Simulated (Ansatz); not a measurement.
GaS (P6₃/mmc, No. 194), treated with PBE0 (PAW; Ansatz, a quantum-chemistry and plane-wave program).

Settings: plane-wave cutoff 500 eV, 12×12×2 k mesh (along the axes of the cell as run), gaussian smearing 0.02 eV, scalar-relativistic PAW data made under PBE.

Cell (relaxed with PBEsol):

```cif
data_Ga4S4
_chemical_formula_sum 'Ga4 S4'
_space_group_name_H-M_alt 'P63/mmc'
_space_group_IT_number 194
_space_group_name_Hall '-P 6c 2c'
_cell_length_a 3.56858
_cell_length_b 3.56858
_cell_length_c 16.02225
_cell_angle_alpha 90.000
_cell_angle_beta 90.000
_cell_angle_gamma 120.000
loop_
_atom_site_label
_atom_site_type_symbol
_atom_site_symmetry_multiplicity
_atom_site_Wyckoff_symbol
_atom_site_fract_x
_atom_site_fract_y
_atom_site_fract_z
_atom_site_occupancy
Ga1 Ga 4 f 0.33333 0.66667 0.17396 1
S1 S 4 f 0.66667 0.33333 0.10614 1
```

### Question
Estimate the band gap that the calculation returns.

### Answer

- band gap = 3.25 eV (on the SCF k mesh)

Measured, for comparison: band gap 2.5 eV (temperature not stated, no zero-point or thermal correction, compiled measured gap; kind and temperature not stated; as tabulated in Kothakonda et al. (2022), arXiv:2208.02841).

Note: the cell comes from a level without a dispersion term, which matters for the spacing of layers, chains or molecules; cell and atoms aren't relaxed at this level (pressure 0.9 GPa); the cell has widely spaced layers and the level no dispersion term, so their spacing and the moduli can rest on weak binding.

Spin–orbit coupling is not included.

Computed values are for the static lattice.

Computing time: about 19 core-minutes (a rough figure).
